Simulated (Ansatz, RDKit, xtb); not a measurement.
# C3H5F2N: which of the isomers drawn lies lowest?

A sample of isomers of C3H5F2N is drawn. Aim: find which of them has the lowest free energy at 298.15 K, then its properties. The sample is small against all isomers, and the most stable one of this formula need not be in it.

Plan: many cheap relaxations first (GFN2-xTB), then density-functional screening, relaxation at r2SCAN-D4/def2-SVP, vibrations and a final energy. The numbers are computed, not measured.

## Step 1: Drawing up candidates

Isomers were taken from a list of plausible structures; this is a sample, not all of them. That gives 8 candidates.

```csv
label,SMILES,spin
c009,N=CCC(F)F,singlet
c190,N=C(CF)CF,singlet
c233,C=NCC(F)F,singlet
c303,FC1(F)CNC1,singlet
c699,FC(F)[C@@H]1CN1,singlet
c756,C/N=C/C(F)F,singlet
c791,CC(=N)C(F)F,singlet
c990,NC/C(F)=C\F,singlet
```

Candidates are built by distance geometry, with a force field where one applies, in up to four conformers (letters a to d).

**Question.** With final energies at CCSD(T)/def2-SVP + MP2/def2-TZVPP - MP2/def2-SVP, which structure will this search put lowest in free energy, and by what margin?

| quantity | value |
| --- | --- |
| lowest structure found | CC(=N)C(F)F, singlet, Cs |
| next finalist | N=CCC(F)F, singlet, 1.7 kcal/mol higher in G |
| share at equilibrium, among the finalists | 94.3 % |
| harmonic wavenumbers, lowest and highest (r2SCAN-D4/def2-SVP) | 62 and 3439 cm⁻¹ |
| rotational constants, same geometry | 0.1667, 0.09096, 0.08778 cm⁻¹ |

The lowest structure found is `CC(=N)C(F)F`. The margin, 1.7 kcal/mol, is modest. r2SCAN-D4/def2-SVP, r2SCAN-D4/def2-SVP, relaxed, HF/def2-SVP and MP2/def2-SVP already put its bonding pattern lowest among the structures in one piece; GFN2-xTB and HF/STO-3G favour the singlet FC1(F)CNC1 (c303a, not a finalist). 2 minima inside the window were never screened. The search is not exhaustive (a finite list of starts, one conformer a finalist), so a lower isomer can't be ruled out. Only 8 drawn patterns were tried, so whole families of isomers are missing, and the result ranks this sample alone.
